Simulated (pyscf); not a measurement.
F–CH₂–SnH₃ + H₂ -> H₃C–SnH₃ + HF, a four-centre exchange (singlet surface; C–F, H–H broken, C–H, F–H formed). Structures and frequencies: ωB97X-D3(BJ)/def2-SVP in PySCF. Energies in kcal/mol from the separated reactants.

Small-basis levels: PySCF, no dispersion term, spherical d functions. AM1 to PM7: differences of heats of formation from MOPAC, which are fitted to 298 K values and so differ in kind from electronic energies by zero-point and thermal terms. GFN2-xTB: tblite. Cost: rough CPU time at the saddle relative to B3LYP/6-31G*+LANL2DZ, from one job on a shared machine.

```tsv
level	barrier	reaction energy	cost
HF/6-31G*+LANL2DZ	101.0	-29.2	0.09
SVWN5/6-31G*+LANL2DZ	…	-21.0	0.7
BP86/6-31G*+LANL2DZ	72.5	-21.0	1
PBE/6-31G*+LANL2DZ	71.9	-20.7	1
B3LYP/LANL2DZ	70.8	-30.1	0.8
B3LYP/6-31G*+LANL2DZ	80.0	-21.8	1
M06-2X/6-31G*+LANL2DZ	86.5	-24.1	2
B3LYP/6-311+G**+LANL2DZ	74.9	-32.0	2
B3LYP/def2-SVP	…	-24.7	2
GFN2-xTB	88.4	-14.8	under 0.02
AM1	139.4	-21.8	under 0.02
PM6	109.8	+10.0	under 0.02
ωB97M-D3(BJ)/def2-TZVP	…	-30.7	–
```

**Question.** What belongs in the gaps?

**Answer.** 
- SVWN5/6-31G*+LANL2DZ, barrier: 64.9
- B3LYP/def2-SVP, barrier: 77.4
- ωB97M-D3(BJ)/def2-TZVP, barrier: 76.5

Against the last row the barrier runs from -11.6 (SVWN5/6-31G*+LANL2DZ) to +62.9 kcal/mol (AM1). ωB97M-D3(BJ)/def2-TZVP has limits of its own. The same reactants have a lower exit, to •H₂C–F + SnH₃• + H₂ (no saddle counted: cutting one bond costs +63.7 kcal/mol at ωB97M-D3(BJ)/def2-TZVP, against +76.5 kcal/mol here). F–CH₂–SnH₃ lies 41.6 kcal/mol over its isomer H₃C–SnH₂–F (electronic energy, ωB97M-D3(BJ)/def2-TZVP). One saddle was located; it need not be the lowest between these sides. In the def2 sets elements past Kr carry core potentials, without spin-orbit coupling.
